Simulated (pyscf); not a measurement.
7 gas-phase steps of one pattern: four-centre exchange on the singlet surface, Ge–O + H–H or H–H + O–Si or H–H + O–Sn or H–H + Se–Si or H–H + S–Si broken and Ge–H + H–O or H–O + H–Si or H–O + H–Sn or H–S + H–Si or H–Se + H–Si formed. Optimised with ωB97X-D3(BJ)/def2-SVP in PySCF. Electronic energies in eV, from the separated reactants; ΔE‡ and ΔE at ωB97M-D3(BJ)/def2-TZVP. Rows were drawn at random from the steps of this pattern with a verified saddle, stable references and no exit in the data more than 5 kcal/mol lower.

| row | step | ΔE | ΔE‡ |
|---|---|---|---|
| 1 | H₃C–SnH₂–OH + H₂ → H₃C–SnH₃ + H₂O | -0.01 | 1.47 |
| 2 | HO–GeH₂–AsH₂ + H₂ → H₃Ge–AsH₂ + H₂O | 0.00 | 1.94 |
| 3 | H₃Si–S–SiH₃ + H₂ → SiH₄ + H₃Si–SH | +0.39 | 2.42 |
| 4 | H₃Si–Se–SiH₃ + H₂ → SiH₄ + H₃Si–SeH | +0.41 | ? |
| 5 | HS–SiH₂–SH + H₂ -> H₃Si–SH + H₂S | +0.43 | 2.36 |
| 6 | HO–SiH(Br)–Br + H₂ -> Br–SiH₂–Br + H₂O | +0.94 | 2.33 |
| 7 | F–SiH₂–O–SiH₃ + H₂ → F–SiH₃ + HO–SiH₃ | +1.14 | 2.30 |

Fit ΔE‡ = a + b·ΔE to the other rows and predict row 4.

Over the 6 complete rows the means are +0.48 (ΔE) and 2.14 (ΔE‡); least squares gives b = 0.52 and a = 1.89 eV, with residuals of 0.25 eV (root mean square; largest 0.41, row 1). For row 4: 1.89 + 0.52 × (+0.41) = 2.10 eV. The computed barrier is 2.39 eV, 0.29 over the line. The scatter is large against the spread of the barriers, so the line says little here. Each barrier is that of the saddle found. Elements up to Kr have no core potential and no relativistic terms here. Elements past Kr carry the def2 core potentials, without spin-orbit coupling.
